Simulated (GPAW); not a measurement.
# U-vdW-DF2/dzp (scalar-relativistic datasets) run of C2H4O+ (SMILES CC=[O+])

We compute a structure relaxation of C2H4O+. 

The calculation is run with GPAW 26.7.0.

1 further run of the same task is left out (set aside as unsound or not needed). Runs told in other sessions of the task aren't counted.

## Step 1: The structure to begin with

C2H4O+: 7 atoms, total charge +1, spin state doublet. SMILES: `CC=[O+]`. Geometry: relaxed at GFN2-xTB. The run starts from this shape.

Bond lengths: C1–C2 1.476 Å, C2–O3 1.166 Å, C1–H4 1.100 Å, C1–H5 1.100 Å, C1–H6 1.091 Å, C2–H7 1.147 Å. Angles: C1–C2–O3 136.5°, C1–C2–H7 105.2°, O3–C2–H7 118.3°, C2–C1–H4 106.8°, C2–C1–H5 107.0°, C2–C1–H6 116.0°, H4–C1–H5 109.3°, H4–C1–H6 108.6°, H5–C1–H6 108.9°.

## Step 2: A structure relaxation at U-vdW-DF2/dzp (scalar-relativistic datasets)

Contents of run.xyz:

```xyz
7

C     -0.500060     0.331700    -0.214080
C      0.658440    -0.467950     0.228750
O      1.270460    -1.370400    -0.184280
H     -1.353240    -0.358300    -0.288720
H     -0.259290     0.721750    -1.213740
H     -0.780750     1.164160     0.432190
H      0.964440    -0.020960     1.239880
```

Contents of run_relax.py:

```python
from ase.io import read, write
from ase.optimize import BFGS
from gpaw import GPAW

molecule = read('run.xyz')
molecule.center(vacuum=5.0)
molecule.set_initial_magnetic_moments([1 / len(molecule)] * len(molecule))

gpaw_calc = GPAW(mode='lcao',
                 basis='dzp',
                 h=0.22,
                 xc={'name': 'vdW-DF2', 'backend': 'libvdwxc'},
                 charge=1,
                 occupations={'name': 'fermi-dirac', 'width': 0.0, 'fixmagmom': True},
                 maxiter=150,
                 symmetry='off',
                 txt='-')
molecule.calc = gpaw_calc

opt = BFGS(molecule, trajectory='run.traj')
converged = opt.run(fmax=0.03, steps=60)
print('Converged:', converged)
print(f'Final energy = {molecule.get_potential_energy():.5f} eV')
write('relaxed.xyz', molecule)
```

Launch:

```
$ python run_relax.py
```

The log of the run:

```text
__  _  _
 | _ |_)|_||  |
 |__||  | ||/\| - 26.7.0

units:  Angstrom and eV
cores:  1
OpenMP: False

Versions:
  Python: 3.12.14
  ASE:    3.29.0
  Numpy:  2.5.5
  Scipy:  1.18.1
  Libxc:  7.0.0

        _gpaw.cpython-312-aarch64-linux-gnu.so

Input parameters:
  mode=LCAO(),
  basis={'default': 'dzp'},
  charge=1,
  h=0.22,
  maxiter=150,
  occupations=Occupations(name='fermi-dirac', width=0.0, fixmagmom=True),
  symmetry=Symmetry(point_group=False, time_reversal=False),
  xc=XC(name='vdW-DF2', backend='libvdwxc')
         .------------------------------.
        /|                              |
       / |                              |
      /  |                              |
     /   |                              |
    /    |                              |
   /     |                              |
  /      |                              |
 *       |                              |
 |       |                              |
 |       |         H   H                |
 |       |          C C                 |
 |       |       H  H                   |
 |       |             O                |
 |       |                              |
 |       .------------------------------.
 |      /                              /
 |     /                              /
 |    /                              /
 |   /                              /
 |  /                              /
 | /                              /
 |/                              /
 *------------------------------*

Atoms  # Å, Bohr magnetons
|   | symbol |        x |        y |        z |    initial magnetic moments |
|---|--------|----------|----------|----------|-----------------------------|
| 0 |      C | 5.853180 | 6.702100 | 5.999660 | ( 0.0000,  0.0000,  0.1429) |
| 1 |      C | 7.011680 | 5.902450 | 6.442490 | ( 0.0000,  0.0000,  0.1429) |
| 2 |      O | 7.623700 | 5.000000 | 6.029460 | ( 0.0000,  0.0000,  0.1429) |
| 3 |      H | 5.000000 | 6.012100 | 5.925020 | ( 0.0000,  0.0000,  0.1429) |
| 4 |      H | 6.093950 | 7.092150 | 5.000000 | ( 0.0000,  0.0000,  0.1429) |
| 5 |      H | 5.572490 | 7.534560 | 6.645930 | ( 0.0000,  0.0000,  0.1429) |
| 6 |      H | 7.317680 | 6.349440 | 7.453620 | ( 0.0000,  0.0000,  0.1429) |

Unit cell  # Å
| periodic |         x |         y |         z |   lengths |    angles |
|----------|-----------|-----------|-----------|-----------|-----------|
|       no | 12.623700 |  0.000000 |  0.000000 | 12.623700 | 90.000000 |
|       no |  0.000000 | 12.534560 |  0.000000 | 12.534560 | 90.000000 |
|       no |  0.000000 |  0.000000 | 12.453620 | 12.453620 | 90.000000 |

Number of symmetries: 1
Symmetry operations  # r_c * U_cc + t_c -> r_c
|   | kind |            matrix            |
|---|------|------------------------------|
| 0 |  E   |  1, 0, 0,  0, 1, 0,  0, 0, 1 |

BZ-sampling:
  Number of BZ points: 1
  Number of IBZ points: 1

  Monkhorst-Pack size: [1, 1, 1]
  Monkhorst-Pack shift: [0, 0, 0]

K-points  # in reciprocal-cell coordinates
|   |                                coordinates |     weight |
|---|--------------------------------------------|------------|
| 0 | (  0.00000000,   0.00000000,   0.00000000) | 1.00000000 |

basis functions: 59
Spin-components: 2 (collinear spins)
Bands:           15
Projectors:      27
Spin-degeneracy: 1
Datatype:        <class 'float'>

  Storage: CPU
  Wave functions: 14_160 bytes (14_160 per core)

Parallelization:
  kpt:    1
  domain: 1
  band:   1

Density:
  Valence electrons: 18.0
  Components: 2
  Grid points: [56 56 56]
  Charge: 1.0  # |e|

Potential:
  Grid points: [56 56 56]

species:
  C:
    name:    Carbon
    Z:       6.0
    valence: 4
    core:    2
    charge:  0.0  # [|e|]
    file:    C.PBE.gz
    compensation charges:
      type: gauss
      rc: 0.20  # [Å]
      lmax: 2
    cutoffs:
      filter: 1.14  # [Å]
      core: 1.14  # [Å]
    projectors
    | kind |    occ | energy [eV] | rcut [Å] |
    |------|--------|-------------|----------|
    |   2s |  2.000 |     -13.751 |    0.635 |
    |   2p |  2.000 |      -5.284 |    0.635 |
    |    s |        |      13.461 |    0.635 |
    |    p |        |      21.927 |    0.635 |
    |    d |        |       0.000 |    0.635 |

    LCAO basis set for C:
      Name: dzp
      File: C.dzp.basis.gz
      Number of radial functions: 5
      Number of spherical harmonics: 13
        l=0, rc=5.5469 Bohr: 2s-sz confined orbital
        l=1, rc=6.6719 Bohr: 2p-sz confined orbital
        l=0, rc=3.0312 Bohr: 2s-dz split-valence wave
        l=1, rc=3.7500 Bohr: 2p-dz split-valence wave
        l=2, rc=6.6719 Bohr: d-type Gaussian polarization
      Number of RI-basis functions 0

  O:
    name:    Oxygen
    Z:       8.0
    valence: 6
    core:    2
    charge:  0.0  # [|e|]
    file:    O.PBE.gz
    compensation charges:
      type: gauss
      rc: 0.21  # [Å]
      lmax: 2
    cutoffs:
      filter: 1.17  # [Å]
      core: 0.83  # [Å]
    projectors
    | kind |    occ | energy [eV] | rcut [Å] |
    |------|--------|-------------|----------|
    |   2s |  2.000 |     -23.961 |    0.688 |
    |   2p |  4.000 |      -9.029 |    0.598 |
    |    s |        |       3.251 |    0.688 |
    |    p |        |      18.182 |    0.598 |
    |    d |        |       0.000 |    0.619 |

[... 43 lines left out ...]
Reference energy: -4146.069181  # eV
[... 13 lines left out ...]
  Fourier metric: weight=20.0, sigma=0.015
[... 75 lines left out ...]
|   |                                coordinates |     weight |
[... 129 lines left out ...]
Reference energy: -4146.069181  # eV
[... 13 lines left out ...]
  Fourier metric: weight=20.0, sigma=0.015
[... 20 lines left out ...]
convergence criteria:
- Maximum [total energy] change in last 3 cyles: 0.0005 eV / valence electron
[... 13 lines left out ...]
Converged in 11 steps
[... 12 lines left out ...]
  Free energy:     -57.255069
[... 2 lines left out ...]
dipole moment: (6.555987, 6.295407, 6.382309)  # |e|*Ang
[... 89 lines left out ...]
convergence criteria:
- Maximum [total energy] change in last 3 cyles: 0.0005 eV / valence electron
[... 13 lines left out ...]
Converged in 10 steps
[... 12 lines left out ...]
  Free energy:     -57.325998
[... 2 lines left out ...]
dipole moment: (6.563261, 6.281616, 6.376495)  # |e|*Ang
[... 88 lines left out ...]
convergence criteria:
- Maximum [total energy] change in last 3 cyles: 0.0005 eV / valence electron
[... 13 lines left out ...]
Converged in 9 steps
[... 12 lines left out ...]
  Free energy:     -57.442092
[... 2 lines left out ...]
dipole moment: (6.567042, 6.286059, 6.386922)  # |e|*Ang
[... 87 lines left out ...]
convergence criteria:
- Maximum [total energy] change in last 3 cyles: 0.0005 eV / valence electron
[... 13 lines left out ...]
Converged in 5 steps
[... 12 lines left out ...]
  Free energy:     -57.609611
[... 2 lines left out ...]
dipole moment: (6.599670, 6.256774, 6.405401)  # |e|*Ang
[... 88 lines left out ...]
convergence criteria:
- Maximum [total energy] change in last 3 cyles: 0.0005 eV / valence electron
[... 14 lines left out ...]
Converged in 6 steps
[... 12 lines left out ...]
  Free energy:     -57.610288
[... 2 lines left out ...]
dipole moment: (6.599225, 6.257694, 6.407973)  # |e|*Ang
[... 88 lines left out ...]
convergence criteria:
- Maximum [total energy] change in last 3 cyles: 0.0005 eV / valence electron
[... 14 lines left out ...]
Converged in 6 steps
[... 12 lines left out ...]
  Free energy:     -57.610604
[... 2 lines left out ...]
dipole moment: (6.599392, 6.258056, 6.409106)  # |e|*Ang
[... 88 lines left out ...]
convergence criteria:
- Maximum [total energy] change in last 3 cyles: 0.0005 eV / valence electron
[... 13 lines left out ...]
Converged in 5 steps
SCF loop duration: 11.292 s (2.258 s/step)
Energy contributions relative to reference atoms: (reference = -4146.069181)

Energy contributions:
  Kinetic:          17.172961
  Coulomb:         -22.157790
  Zero:              0.936888
  External:          0.000000
  Xc:              -53.563014
  Entropy:           0.000000
  Spinorbit:         0.000000
  ----------------------------
  Free energy:     -57.610955
  Extrapolated:    -57.610955

dipole moment: (6.600041, 6.258431, 6.410378)  # |e|*Ang

Total magnetic moment: (0.000000, 0.000000, 1.000041)

Local magnetic moments
|        x |        y |         z |
|----------|----------|-----------|
| 0.000000 | 0.000000 |  0.064388 |  # C    0
| 0.000000 | 0.000000 | -0.001951 |  # C    1
| 0.000000 | 0.000000 |  0.431588 |  # O    2
| 0.000000 | 0.000000 |  0.000460 |  # H    3
| 0.000000 | 0.000000 |  0.000192 |  # H    4
| 0.000000 | 0.000000 |  0.001027 |  # H    5
| 0.000000 | 0.000000 |  0.061960 |  # H    6

Fermi levels: -12.578, -15.242
Eigenvalues  # (at kpt = [0.000, 0.000, 0.000])
| band index |      eig [eV] | occ [0-1] |      eig [eV] | occ [0-1] |
|------------|---------------|-----------|---------------|-----------|
|          0 |       -36.494 |     1.000 |       -35.664 |     1.000 |
|          1 |       -26.433 |     1.000 |       -26.088 |     1.000 |
|          2 |       -22.883 |     1.000 |       -22.431 |     1.000 |
[... 11 lines of this table left out ...]
|         14 |        -2.216 |     0.000 |        -2.050 |     0.000 |

Gap: 3.599 eV
Transition (v -> c):
  (s=1, k=0, n=8, [0.00, 0.00, 0.00]) -> (s=0, k=0, n=9, [0.00, 0.00, 0.00])
No difference between direct/indirect transitions
vacuum-level: 0.000  # V

Forces  # eV/Ang
|        x |        y |        z |
|----------|----------|----------|
| -0.00092 | -0.01252 |  0.01450 |  # C    0
|  0.03555 | -0.00636 | -0.01135 |  # C    1
| -0.03004 | -0.02550 |  0.01549 |  # O    2
| -0.02884 | -0.01618 | -0.00168 |  # H    3
| -0.01605 |  0.02900 | -0.00670 |  # H    4
| -0.01714 |  0.01513 |  0.01538 |  # H    5
| -0.00953 | -0.00479 |  0.01892 |  # H    6

Force computation time: 0.214  # s
BFGS:   42 hh:mm:ss      -57.610955        0.042339
         .------------------------------.
        /|                              |
       / |                              |
      /  |                              |
     /   |                              |
    /    |                              |
   /     |                              |
  /      |                              |
 *       |                              |
 |       |                              |
 |       |          H  H                |
 |       |          C C                 |
 |       |       H  H                   |
 |       |             O                |
 |       |                              |
 |       .------------------------------.
 |      /                              /
 |     /                              /
 |    /                              /
 |   /                              /
 |  /                              /
 | /                              /
 |/                              /
 *------------------------------*

Atoms  # Å, Bohr magnetons
|   | symbol |        x |        y |        z |    initial magnetic moments |
|---|--------|----------|----------|----------|-----------------------------|
| 0 |      C | 5.788844 | 6.733825 | 5.990451 | ( 0.0000,  0.0000,  0.0644) |
| 1 |      C | 7.024674 | 5.932864 | 6.493102 | ( 0.0000,  0.0000, -0.0020) |
| 2 |      O | 7.564086 | 5.021916 | 5.882272 | ( 0.0000,  0.0000,  0.4316) |
| 3 |      H | 4.946295 | 5.998912 | 5.952703 | ( 0.0000,  0.0000,  0.0005) |
| 4 |      H | 6.035716 | 7.090614 | 4.962831 | ( 0.0000,  0.0000,  0.0002) |
| 5 |      H | 5.594145 | 7.554798 | 6.707047 | ( 0.0000,  0.0000,  0.0010) |
| 6 |      H | 7.481382 | 6.210597 | 7.505083 | ( 0.0000,  0.0000,  0.0620) |

Unit cell  # Å
| periodic |         x |         y |         z |   lengths |    angles |
|----------|-----------|-----------|-----------|-----------|-----------|
|       no | 12.623700 |  0.000000 |  0.000000 | 12.623700 | 90.000000 |
|       no |  0.000000 | 12.534560 |  0.000000 | 12.534560 | 90.000000 |
|       no |  0.000000 |  0.000000 | 12.453620 | 12.453620 | 90.000000 |

Initialization done in: 2.937 s

convergence criteria:
- Maximum [total energy] change in last 3 cyles: 0.0005 eV / valence electron
- Maximum integral of absolute [dens]ity change: 0.0001 electrons / valence electron
- Maximum integral of absolute [eigenst]ate change: 4e-08 eV^2 / valence electron
maximum number of iterations: 150

SCF iterations
|iter     |     time |      energy | eigst |  dens |  magmom |
|---------|----------|-------------|-------|-------|---------|
|iter:   1| 00:14:37 |  -57.611116c|      c|       |  +1.0001|
|iter:   2| 00:14:40 |  -57.611112c|      c| -3.47 |  +1.0001|
|iter:   3| 00:14:42 |  -57.611106c|      c| -3.54 |  +1.0001|
|iter:   4| 00:14:45 |  -57.611105c|      c| -3.85 |  +1.0001|
|iter:   5| 00:14:48 |  -57.611105c|      c| -4.05c|  +1.0000|

Converged in 5 steps
SCF loop duration: 11.180 s (2.236 s/step)
Energy contributions relative to reference atoms: (reference = -4146.069181)

Energy contributions:
  Kinetic:          17.124340
  Coulomb:         -22.122097
  Zero:              0.937710
  External:          0.000000
  Xc:              -53.551058
  Entropy:           0.000000
  Spinorbit:         0.000000
  ----------------------------
  Free energy:     -57.611105
  Extrapolated:    -57.611105

dipole moment: (6.600459, 6.258523, 6.411012)  # |e|*Ang

Total magnetic moment: (0.000000, 0.000000, 1.000047)

Local magnetic moments
|        x |        y |         z |
|----------|----------|-----------|
| 0.000000 | 0.000000 |  0.064401 |  # C    0
| 0.000000 | 0.000000 | -0.001997 |  # C    1
| 0.000000 | 0.000000 |  0.431467 |  # O    2
| 0.000000 | 0.000000 |  0.000435 |  # H    3
| 0.000000 | 0.000000 |  0.000240 |  # H    4
| 0.000000 | 0.000000 |  0.001020 |  # H    5
| 0.000000 | 0.000000 |  0.062020 |  # H    6

Fermi levels: -12.578, -15.240
Eigenvalues  # (at kpt = [0.000, 0.000, 0.000])
| band index |      eig [eV] | occ [0-1] |      eig [eV] | occ [0-1] |
|------------|---------------|-----------|---------------|-----------|
|          0 |       -36.495 |     1.000 |       -35.665 |     1.000 |
|          1 |       -26.426 |     1.000 |       -26.081 |     1.000 |
|          2 |       -22.882 |     1.000 |       -22.429 |     1.000 |
[... 11 lines of this table left out ...]
|         14 |        -2.220 |     0.000 |        -2.054 |     0.000 |

Gap: 3.599 eV
Transition (v -> c):
  (s=1, k=0, n=8, [0.00, 0.00, 0.00]) -> (s=0, k=0, n=9, [0.00, 0.00, 0.00])
No difference between direct/indirect transitions
vacuum-level: 0.000  # V

Forces  # eV/Ang
|        x |        y |        z |
|----------|----------|----------|
| -0.00162 | -0.00953 |  0.01079 |  # C    0
|  0.00423 | -0.01850 |  0.00369 |  # C    1
| -0.02134 | -0.01620 |  0.00919 |  # O    2
| -0.01430 | -0.01339 | -0.00837 |  # H    3
| -0.01581 |  0.02228 | -0.00903 |  # H    4
| -0.00735 |  0.01637 |  0.01462 |  # H    5
| -0.00826 |  0.00082 |  0.00631 |  # H    6

Force computation time: 0.213  # s
BFGS:   43 hh:mm:ss      -57.611105        0.028770
Converged: True
Final energy = -57.61111 eV
```

Wall time 15 min (1 thread of Arm Neoverse V1, shared host); peak memory 1.4 GiB.

Steps, from the record of the run:

```
step  energy from the first frame kept (eV)  largest force (eV/Å)
   0                                 0.0000                3.7332
   2                                -0.1870                1.3644
   4                                -0.2728                0.9165
   6                                -0.3024                0.3657
   8                                -0.3162                0.1767
  10                                -0.3186                0.0833
  12                                -0.3201                0.1095
  14                                -0.3239                0.3413
  16                                -0.3269                0.3519
  18                                -0.2862                0.6560
  20                                -0.1772                3.5512
  22                                -0.3278                0.3277
  24                                -0.3377                0.1799
  26                                -0.3440                0.1915
  28                                -0.3465                0.1115
  30                                -0.3486                0.1359
  32                                -0.3507                0.0791
  34                                -0.3518                0.0769
  36                                -0.3528                0.0708
  38                                -0.3540                0.0834
  40                                -0.3552                0.0813
  42                                -0.3559                0.0423
  43                                -0.3560                0.0288
```

After the run. Bond lengths: C1–C2 1.556 Å, C2–O3 1.222 Å, C1–H4 1.119 Å, C1–H5 1.115 Å, C1–H6 1.107 Å, C2–H7 1.144 Å. Angles: C1–C2–O3 124.9°, C1–C2–H7 118.5°, O3–C2–H7 116.5°, C2–C1–H4 105.7°, C2–C1–H5 106.6°, C2–C1–H6 108.2°, H4–C1–H5 110.2°, H4–C1–H6 112.1°, H5–C1–H6 113.5°.

## Step 3: Results

Level: U-vdW-DF2/dzp (scalar-relativistic datasets).

| quantity | value |
| --- | --- |
| energy as printed (from the program's reference atoms) | -57.6111 eV |
| HOMO energy (highest over α and β) | -16.10 eV |
| LUMO energy (lowest over α and β) | -14.38 eV |

At the final geometry: Bond lengths: C1–C2 1.556 Å, C2–O3 1.222 Å, C1–H4 1.119 Å, C1–H5 1.115 Å, C1–H6 1.107 Å, C2–H7 1.144 Å. Angles: C1–C2–O3 124.9°, C1–C2–H7 118.5°, O3–C2–H7 116.5°, C2–C1–H4 105.7°, C2–C1–H5 106.6°, C2–C1–H6 108.2°, H4–C1–H5 110.2°, H4–C1–H6 112.1°, H5–C1–H6 113.5°. The optimisation took 43 steps and changed the energy by -0.356 eV.
